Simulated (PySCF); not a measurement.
## Molecular orbitals of SO

LDA at R = 1.500 Å; PySCF, no relativity, basis sets S aug-cc-pV(D+d)Z, O aug-cc-pVDZ. State: ³Σ⁻ (triplet), unpaired electrons π ↑↑. Only the outer orbitals are listed, counted within each symmetry.

```
spin  orbital  occ.  ε (eV)  on S (%)         main shells (%)
   α       5σ     1  -27.33        21          72 O s, 15 S s
   α       6σ     1  -16.97        74          71 S s, 20 O s
   α       7σ     1  -11.46        39  50 O p, 31 S p, 11 O s
   α       2π     1  -11.14        37          62 O p, 35 S p
   α       2π     1  -11.14        37          62 O p, 35 S p
   α       3π     1   -6.20        68          65 S p, 32 O p
   α       3π     1   -6.20        68          65 S p, 32 O p
   α       8σ     0   -1.48       108  77 S p, 20 S d, 11 S s
   β       5σ     1  -26.46        23          70 O s, 16 S s
   β       6σ     1  -15.75        71          70 S s, 22 O s
   β       7σ     1  -10.61        42  47 O p, 31 S p, 10 S s
   β       2π     1  -10.02        38          61 O p, 36 S p
   β       2π     1  -10.02        38          61 O p, 36 S p
   β       3π     0   -4.80        68          64 S p, 33 O p
   β       3π     0   -4.80        68          64 S p, 33 O p
```

Question: Which are the highest filled and the lowest empty level, where do they sit, and how wide is the gap?

Answer: Highest filled α 3π at -6.20 eV (in %: 65 S p, 32 O p); lowest empty β 3π at -4.80 eV (in %: 64 S p, 33 O p); the gap at LDA is 1.40 eV. Both belong to one degenerate shell, split only by its one-sided filling, so this is no excitation gap.

| Quantity | Value |
| --- | --- |
| bond order (Mayer) | 1.71 |
| ⟨S²⟩ | 2.003 |
| charge on S (Mulliken, basis-dependent) | 0.43 |
| charge on S (Löwdin, basis-dependent) | 0.61 |
| dipole moment (positive dipole means S(−)O(+)) | -1.41 D |
| polarisability along the bond | 29.5 bohr³ |
| polarisability across the bond | 19.4 bohr³ |

Shares are Mulliken populations and can fall outside 0 to 100 %.

The state is the lowest determinant that a PBE0 search found; another state may lie lower at other levels.
